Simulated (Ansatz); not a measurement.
Relaxation of F2H2Si (5 atoms, charge 0, multiplicity 1), to a largest force component of 0.03 eV/Å in at most 50 steps.

Method: Ansatz, RKS B3LYP-D4/def2-SVP.

```xyz
5
Properties=species:S:1:pos:R:3
Si 0.218 -0.024 0.085
F 0.481 0.003 1.656
H 1.640 0.038 -0.183
F -0.590 1.290 -0.381
H -0.566 -1.201 -0.340
```

Task: Where does it end, and by what steps?

Result: It converged. After 4 steps the energy has fallen by 0.268 eV; H3 moved furthest, 0.20 Å.

```json
{"step": "0", "energy less start (eV)": "0.0000", "largest force component (eV/Å)": "1.445", "accepted": "yes"}
{"step": "1", "energy less start (eV)": "-0.2454", "largest force component (eV/Å)": "0.234", "accepted": "yes"}
{"step": "2", "energy less start (eV)": "-0.2599", "largest force component (eV/Å)": "0.516", "accepted": "yes"}
{"step": "3", "energy less start (eV)": "-0.2682", "largest force component (eV/Å)": "0.037", "accepted": "yes"}
{"step": "4", "energy less start (eV)": "-0.2682", "largest force component (eV/Å)": "0.008", "accepted": "yes"}
```

```xyz
5
Properties=species:S:1:pos:R:3
Si 0.260 -0.022 0.131
F 0.311 -0.002 1.745
H 1.645 0.041 -0.386
F -0.531 1.302 -0.350
H -0.503 -1.213 -0.303
```

The run took 5.8 s on 1 thread of Arm Neoverse V2, with other jobs on the host, peak memory 0.1 GiB.
